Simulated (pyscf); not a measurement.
## Multi-bond step: HO–SiH(F)–F + HF + NH₃ → F–SiH(F)–F + H₂O + NH₃

Gas phase, singlet surface, charge 0. Bonds broken: Si2–O4, H7–F8, H9–N10. Bonds formed: Si2–F8, O4–H9, H7–N10. Optimised with ωB97X-D3(BJ)/def2-SVP in PySCF.

Transition state (Å):

```xyz
12

F     -0.5685    -0.9014     1.4443
Si    -1.5156    -0.8207     0.0767
F     -1.3464    -2.1321    -0.9018
O     -2.1487     0.8809     0.1721
H     -2.8096    -1.3132     0.6338
H     -2.0958     1.2905    -0.7024
H      0.5632     1.2297     0.3150
F     -0.2379    -0.0771    -0.8317
H     -0.9755     1.5054     0.8347
N      0.0921     1.6281     1.1438
H      0.4021     2.5692     1.3820
H      0.2343     0.9516     1.9016
```

One imaginary mode, 180i cm⁻¹; descent along it reached the two sides named, in the forms told below.

```tsv
bond	change	reactant side (Å)	saddle	product side
Si2–O4	breaks	1.617	1.818	2.066
H7–F8	breaks	0.997	1.914	2.496
H9–N10	breaks	1.021	1.118	1.657
Si2–F8	forms	3.4	1.735	1.640
O4–H9	forms	3.6	1.485	1.018
H7–N10	forms	1.534	1.033	1.021
```

Electronic energies relative to the separated reactants (kcal/mol):

```tsv
level	barrier	reaction energy	reverse barrier
ωB97X-D3(BJ)/def2-TZVP	-7.4	-8.0	0.6
PBE/def2-TZVP	-9.3	-8.7	-0.6
r²SCAN/def2-TZVP	-11.3	-8.9	-2.4
B3LYP-D3(BJ)/def2-TZVP	-7.6	-8.5	0.9
PBE0-D3(BJ)/def2-TZVP	-9.6	-7.8	-1.8
M06-2X/def2-TZVP	-8.6	-7.7	-0.9
ωB97M-D3(BJ)/def2-TZVP	-7.5	-8.3	0.8
HF/def2-TZVP	12.6	-8.8	21.4
```

With ωB97M-D3(BJ)/def2-TZVP energies and thermal terms (ideal gas, 1 atm, RRHO with modes under 100 cm⁻¹ raised to 100, one conformer, R ln 2 for rigid chiral ones), in kcal/mol:

```
T (K)   ΔH‡   ΔG‡    ΔH    ΔG
-----  ----  ----  ----  ----
298    -4.5  16.9  -7.8  -7.6
600    -4.7  38.8  -8.4  -7.2
900    -3.9  60.4  -8.9  -6.5
1200   -2.6  81.7  -9.3  -5.6
```

On the reactant side the descent ends in a bound adduct (not fully relaxed), 25.1 kcal/mol under the separated species and 17.7 kcal/mol under the saddle at ωB97X-D3(BJ)/def2-TZVP. On the product side the descent ends in an adduct with a O–Si contact, 16.4 kcal/mol under the separated species and 17.0 kcal/mol under the saddle at ωB97X-D3(BJ)/def2-TZVP. At ωB97X-D3(BJ), PBE, r²SCAN, B3LYP-D3(BJ), PBE0-D3(BJ), M06-2X, ωB97M-D3(BJ) the saddle lies under the separated reactants, which points to a path from their complex (located at ωB97X-D3(BJ) alone). At PBE, r²SCAN, PBE0-D3(BJ), M06-2X the saddle lies under the separated products, which points to a path from their complex (located at ωB97X-D3(BJ) alone). What is counted as broken (O–Si) persists as a longer contact in the product adduct; parting that adduct is a step of its own. This is the saddle that the search found; another between the same sides may lie lower.
